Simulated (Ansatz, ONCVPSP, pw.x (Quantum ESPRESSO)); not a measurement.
# Equation-of-state test of one ONCV potential (Sn)

Sn, optimised norm-conserving Vanderbilt (ONCV), made with ONCVPSP 4.0.1.1 (patched build) (PBEsol, scalar-relativistic). Core [Kr] 4d10, reference 5s2 5p2. Waves: 5s: rc 2.20 bohr, ncon 3, nbas 6, qcut 3.1 1/bohr, 2 projectors, debl 1.4 Ha; 5p: rc 2.50 bohr, ncon 4, nbas 7, qcut 3.4 1/bohr, 2 projectors, debl 3.3 Ha; d scattering state at 0.2 Ha: rc 2.25 bohr, ncon 4, nbas 8, qcut 4.6 1/bohr, 1 projector. Local part: polynomial inside 2.15 bohr (lpopt 5, dvloc0 0 Ha). Core correction: none.

Crystal test: diamond Sn in pw.x 7.5, no spin, 8³ k-points, Fermi–Dirac smearing 0.01 Ry, cutoffs 45/180 Ry. The reference is all-electron LAPW (Ansatz 0.2.0) with the same functional, mesh and smearing; V0 and B0 come from Birch–Murnaghan fits to the pressures at five volumes. Errors are pseudo minus all-electron; Δ is the rms difference of the E(V) curves that follow from these fits, minima aligned, over ±6 % about the mean V0. Mesh and smearing are coarse, so the numbers serve the comparison and aren't converged zero-temperature values; the lattice is a test structure that the element need not adopt.

All-electron: a0 = 6.545 Å (V0 = 35.05 Å³/atom), B0 = 40.9 GPa.

Problem. How far does the potential miss the all-electron equation of state?

Solution. mean pressure error (GPa): -0.35; a0 (Å): 6.526; a0 error (%): -0.29; B0 error (%): -1.5; Δ (meV/atom): 2.7.

| V (Å³/atom) | P all-electron (GPa) | P pseudo (GPa) |
| --- | --- | --- |
| 33.305 | 2.36 | 1.88 |
| 34.182 | 1.09 | 0.68 |
| 35.058 | -0.01 | -0.36 |
| 35.934 | -0.96 | -1.25 |
| 36.811 | -1.78 | -2.03 |

Problem. At the middle volume, how do free energy and pressure move when the wave cutoff is lowered (ecutrho kept at four times it)?

Solution.

```
cutoff (Ry)  shift of F (meV/atom)  shift of P (GPa)
         20                  +39.4             -0.26
         27                  +24.2             +0.02
         36                   +6.6             -0.16
```

Input at the middle volume:

```
&control
  calculation='scf', prefix='x', pseudo_dir='./', outdir='./tmp', tstress=.true., disk_io='low'
/
&system
  ibrav=0, nat=2, ntyp=1, ecutwfc=45, ecutrho=180, nbnd=11,
  occupations='smearing', smearing='fd', degauss=0.01
/
&electrons
  conv_thr=1e-09, mixing_beta=0.4, electron_maxstep=70
/
ATOMIC_SPECIES
Sn 1.0 Sn.UPF
CELL_PARAMETERS angstrom
  0.00000000 3.27287219 3.27287219
  3.27287219 0.00000000 3.27287219
  3.27287219 3.27287219 0.00000000
ATOMIC_POSITIONS crystal
Sn 0.0000 0.0000 0.0000
Sn 0.2500 0.2500 0.2500
K_POINTS automatic
8 8 8 0 0 0
```

```bash
pw.x < Sn.scf.in > Sn.scf.out
```

Lines of the output:

```
Message from routine setup:
     using ibrav=0 with symmetry is DISCOURAGED, use correct ibrav instead
     lattice parameter (alat)  =       8.7467  a.u.
     unit-cell volume          =     473.1662 (a.u.)^3
     number of electrons       =         8.00
     number of Kohn-Sham states=           11
     kinetic-energy cutoff     =      45.0000  Ry
     charge density cutoff     =     180.0000  Ry
     scf convergence threshold =      1.0E-09
     Exchange-correlation= PBESOL
     number of k points=    29  Fermi-Dirac smearing, width (Ry)=  0.0100
     iteration #  1     ecut=    45.00 Ry     beta= 0.40
     total energy              =     -14.12900417 Ry
     estimated scf accuracy    <       0.02196051 Ry
     iteration #  2     ecut=    45.00 Ry     beta= 0.40
     total energy              =     -14.12794636 Ry
     estimated scf accuracy    <       0.00671785 Ry
     iteration #  3     ecut=    45.00 Ry     beta= 0.40
     total energy              =     -14.12822819 Ry
     estimated scf accuracy    <       0.00007459 Ry
     iteration #  4     ecut=    45.00 Ry     beta= 0.40
     total energy              =     -14.12824458 Ry
     estimated scf accuracy    <       0.00000226 Ry
     iteration #  5     ecut=    45.00 Ry     beta= 0.40
     total energy              =     -14.12824510 Ry
     estimated scf accuracy    <       0.00000007 Ry
     iteration #  6     ecut=    45.00 Ry     beta= 0.40
     total energy              =     -14.12824512 Ry
     estimated scf accuracy    <       0.00000002 Ry
     iteration #  7     ecut=    45.00 Ry     beta= 0.40
     the Fermi energy is     3.9002 ev
!    total energy              =     -14.12824512 Ry
     estimated scf accuracy    <          2.3E-11 Ry
     smearing contrib. (-TS)   =      -0.00127112 Ry
     The total energy is F=E-TS. E is the sum of the following terms:
     one-electron contribution =       2.86404360 Ry
     hartree contribution      =       1.02521881 Ry
     xc contribution           =      -4.08072972 Ry
     ewald contribution        =     -13.93550669 Ry
     convergence has been achieved in   7 iterations
          total   stress  (Ry/bohr**3)                   (kbar)     P=       -3.56
```

The run at the middle volume (29 k-points, 7 iterations) took about 9.7 s on one core of a shared host (Neoverse-V2, 96 threads, 742 GiB, load 66).
